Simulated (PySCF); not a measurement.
Compound: 3-methyl-1-butene, C5H10.
Z-matrix (Å and degrees, PBE0-D3(BJ)/def2-SVP geometry), rows numbered from 1:
```
C 
C   1  1.3332
C   2  1.5013  1  125.67
C   3  1.5286  2  110.69  1  -118.07
C   3  1.5286  2  110.71  1   118.26
H   1  1.0953  2  121.33  3     0.01
H   1  1.0932  2  121.67  3  -180.00
H   2  1.0995  1  118.96  3  -180.00
H   3  1.1046  2  107.73  1     0.09
H   4  1.1002  3  111.30  2    58.30
H   4  1.1014  3  111.02  2   178.89
H   4  1.1027  3  110.89  2   -61.60
H   5  1.1027  3  110.88  2    61.56
H   5  1.1002  3  111.31  2   -58.36
H   5  1.1014  3  111.01  2  -178.94
```

Level: PBE0/pcSseg-1 in PySCF, non-relativistic, on one gas-phase PBE0-D3(BJ)/def2-SVP geometry that isn't relaxed in the solvent. The solvent is an IEF-PCM continuum (Bondi radii, 1.10 Å for H, scaled by 1.2). Only the electrostatic response of the medium enters.

```csv
run,E − E(gas) (kJ/mol),HOMO (eV),HOMO–LUMO gap (eV),dipole (D)
gas,0.00,-7.39,7.83,0.34
P,-5.32,-7.41,7.85,0.48
Q,-4.40,-7.40,7.85,0.45
R,-5.97,-7.42,7.85,0.50
```

Question: The runs were made in acetone, chloroform and dichloromethane. Which run belongs to which solvent?

Answer: P = dichloromethane, Q = chloroform, R = acetone. The dielectric constants are 4.711 (chloroform), 8.93 (dichloromethane), 20.49 (acetone), and the energy falls further as ε rises. In this model the ground state sees the solvent through ε alone.

Question: How constant is the ratio of the lowering to (ε − 1)/(2ε + 1)?

Answer: 
```json
{"solvent": "chloroform", "(ε − 1)/(2ε + 1)": "0.356", "E − E(gas) (kJ/mol)": "-4.40", "ratio (kJ/mol)": "-12.4", "polarisation term (kJ/mol)": "-4.61"}
{"solvent": "dichloromethane", "(ε − 1)/(2ε + 1)": "0.420", "E − E(gas) (kJ/mol)": "-5.32", "ratio (kJ/mol)": "-12.7", "polarisation term (kJ/mol)": "-5.64"}
{"solvent": "acetone", "(ε − 1)/(2ε + 1)": "0.464", "E − E(gas) (kJ/mol)": "-5.97", "ratio (kJ/mol)": "-12.9", "polarisation term (kJ/mol)": "-6.38"}
```

The ratio changes by +4.1 % in size from chloroform to acetone. The polarisation term is half the interaction of the solute with the induced surface charges.

The run took 12 s wall on one thread, x86-64 server, shared host. This is the whole shielding run at PBE0/pcSseg-1 in acetone, SCF included.
